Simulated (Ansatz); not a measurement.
A rate constant, worked out

An elementary step of SiH$_{4}$S$_{2}$, closed shell (SiH₄S₂ ([SH][SiH2][SH]) → SiH₂S ([SiH2][S]) + H₂S (still joined by a long Si–S bond); Si–S, S–H broken or loosened, S–H formed or tightened). The start structure is the reactant molecule, and the electronic barrier above it is 1.664 eV by CCSD(T) at an estimated basis limit (MP2 extrapolated from triple and quadruple zeta, plus CCSD(T) − MP2 in triple zeta). Program: Ansatz 0.2.0. Basis: def2-TZVPP and def2-QZVPP. Cores are frozen in the correlated methods. Extrapolation: Hartree–Fock as exp(−7.88 √X), correlation as X^−2.97. Harmonic wavenumbers at PBE0-D4/def2-TZVP (Ansatz 0.2.0), in cm⁻¹:

Start: 144, 222, 251, 476, 482, 553, 627, 738, 823, 879, 932, 2239, 2249, 2708, 2709.

Saddle: 583i, 192, 278, 374, 475, 620, 647, 672, 790, 986, 1098, 1618, 2207, 2213, 2712.

Problem. Work out the transition-state-theory rate constant at 400 K from these numbers alone (harmonic vibrations; rotation, path degeneracy and anharmonicity left out), and the Wigner tunnelling factor. Use 1 cm⁻¹ = 1.2398 × 10⁻⁴ eV and k_B = 8.617 × 10⁻⁵ eV/K.

Solution. Zero-point energies, half the sums: start 16032/2 cm⁻¹ = 0.9939 eV; saddle, real modes only, 14882/2 cm⁻¹ = 0.9226 eV.
Barrier with zero-point energy: 1.664 + 0.9226 − 0.9939 = 1.5927 eV.
k_BT = 0.03447 eV, so the barrier is 46.21 k_BT.
Vibrational partition functions from the zero-point level, ln q = −Σ ln(1 − exp(−hν/k_BT)): start 2.880, saddle 2.078.
k = (k_BT/h) exp(ln q‡ − ln q) exp(−E0/k_BT), with log₁₀(k_BT/h in s⁻¹) = 12.92: log₁₀ k = 12.92 + (-0.802 − 46.21)/2.3026 = -7.50, so k ≈ 3 × 10^(-8) s⁻¹.
Wigner factor: 1 + (hν‡/k_BT)²/24 = 1 + (2.10)²/24 = 1.18. A change of 1 kcal/mol (0.043 eV) in the barrier would change k by a factor of 3.5 at this temperature.

The T1 diagnostic stays at or below 0.015.

Labels in which every atom is bracketed show which atoms are joined, not bond orders.

For scale, one of the runs: CCSD(T)/def2-TZVPP, 182 basis functions, launched by `ansatz run in.yaml --threads 2 --pin off --events-out ev --progress --plain --max-ram 4352MiB`. Time: 28 s of wall clock on 2 CPU threads of an Intel Xeon Platinum 8175M; the host was shared. Peak host memory: 1.6 GiB.
